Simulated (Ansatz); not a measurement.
A calculation with Ansatz (development build ahead of 0.2.0).

```yaml
crystal:
  periodic: [false, false, false]
  atoms:
    - { symbol: P, position_ang: [0.59931, -0.87664, 0.02277] }
    - { symbol: P, position_ang: [1.39715, -3.89182, 4.19074] }
basis:
  gaussian: { orbitals: cc-pVDZ }
magnetization:
  spin_polarized: true
hamiltonian:
  xc: hf
correlation:
  method: ccsd_t
  frozen_orbitals: { P: 5 }
```

The input is written out in the form of the current development build from the run's settings.

The run gave:

```json
{
  "Converged": "yes",
  "Reference energy": "-681.41817 hartree",
  "CCSD correlation energy": "-0.16263 hartree",
  "Triples correction": "-0.00204 hartree",
  "Total energy": "-681.58283 hartree",
  "T1 diagnostic": "0.003",
  "Largest doubles amplitude": "0.06"
}
```
